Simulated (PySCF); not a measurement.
# A search over the determinants of AlCl⁺

Unrestricted PBE0; PySCF, no relativity, basis sets Al def2-TZVP, Cl def2-TZVP. Outer shells of the fragments: Al+ 3s2; Cl 3s2 3p5.

Followed along the bond (rough minima from three points):

| 2Ms+1 | unpaired | ⟨S²⟩ at the start | R at minimum (Å) | Te (eV) |
| --- | --- | --- | --- | --- |
| 2 | σ ↑ | 0.76 | 2.03 | 0.00 |
| 4 | σ ↑, π ↑↑ | 3.75 | none in the scan | ≤ 5.21 |

Solutions found at the starting distance of 2.265 Å, counted from the lowest of them; the search is not exhaustive and high or unbound solutions are not listed, so other states can lie among these:

| 2Ms+1 | unpaired | term | E (eV) | ⟨S²⟩ | ⟨Lz²⟩ | μ (D) |
| --- | --- | --- | --- | --- | --- | --- |
| 2 | σ ↑ | ²Σ⁺ | 0.00 | 0.76 | 0.00 | -6.66 |
| 2 | π ↑ | ²Π | 1.91 | 0.75 | 1.01 | -1.36 |
| 2 | π ↑ | ²Π | 4.36 | 0.84 | 1.00 | -6.34 |
| 4 | σ ↑, π ↑↑ | mixed | 4.87 | 3.75 | 2.01 | -1.80 |
| 4 | σ ↑, π ↑↑ | mixed | 5.03 | 3.75 | 2.01 | -1.70 |
| 4 | σ ↑↑, π ↑ | ⁴Π | 6.66 | 3.76 | 1.00 | -2.47 |

A term symbol is given only where ⟨S²⟩ and ⟨Lz²⟩ are close to those of a pure state; real π, δ and φ orbitals otherwise mix terms. A positive dipole points towards Cl; it is taken about the centre of mass and depends on that origin.

Counting both spins, an empty level lies below a filled one in some of these solutions, because spin and occupation are held.
